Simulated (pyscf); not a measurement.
7 silicon, germanium or tin steps of one kind (four-centre exchange, closed-shell): barrier in kcal/mol, from the separated reactants or the lowest minimum found. PySCF, gas phase, ωB97X-D3(BJ)/def2-SVP geometries. Functionals in def2-TZVP; the last column is ωB97M-D3(BJ)/def2-TZVP. Rows were drawn at random from the steps of this kind and element class whose saddle was verified and whose references are stable.

| step | PBE | B3LYP-D3(BJ) | r²SCAN | ωB97M-D3(BJ) |
|---|---|---|---|---|
| `[NH2][Si]([SiH3])([SiH3])[SiH3]` + `[OH2]` → `[NH2][Si]([SiH3])([SiH3])[SiH2][OH]` + `[H][H]` | 30.5 | 34.7 | 31.7 | 34.4 |
| `[F][SiH2][O][SiH3]` + `[NH3]` → `[NH2][SiH2][O][SiH2][F]` + `[H][H]` | 32.8 | 37.2 | 33.7 | 36.0 |
| `[PH2][SiH2][PH2]` + `[H][H]` -> `[SiH3][PH2]` + `[PH3]` | 57.3 | 63.9 | 60.6 | 65.2 |
| `[NH2][Si]([Cl])([Cl])[Cl]` + `[FH]` -> `[NH2][Si]([F])([Cl])[Cl]` + `[ClH]` | 17.7 | 22.5 | 18.7 | 22.8 |
| `[OH][Si]([SiH3])([SiH3])[SiH3]` + `[NH3]` -> `[NH2][SiH2][Si]([OH])([SiH3])[SiH3]` + `[H][H]` | 37.2 | 41.6 | 38.9 | 41.4 |
| `[NH2][Si]([SiH3])([Cl])[Cl]` + `[H][H]` → `[NH2][SiH]([Cl])[Cl]` + `[SiH4]` | 58.3 | 67.0 | 61.5 | 65.7 |
| `[OH][Si]([OH])([F])[F]` + `[OH][SiH3]` -> `[OH][Si]([F])([F])[O][SiH3]` + `[OH2]` | 19.2 | 21.0 | 19.8 | 21.1 |

Differences from the last column (kcal/mol): PBE: mean -4.8, median -4.2, mean size 4.8, lower in 7 of 7; B3LYP-D3(BJ): mean +0.2, median +0.2, mean size 0.7, lower in 3 of 7; r²SCAN: mean -3.1, median -2.6, mean size 3.1, lower in 7 of 7. PBE is closest for row 7 (1.9 kcal/mol apart) and farthest for row 3 (7.9 kcal/mol). PBE, r²SCAN and M06-2X carry no added dispersion term. The last column is a level with limits of its own. Each barrier is that of the saddle found.
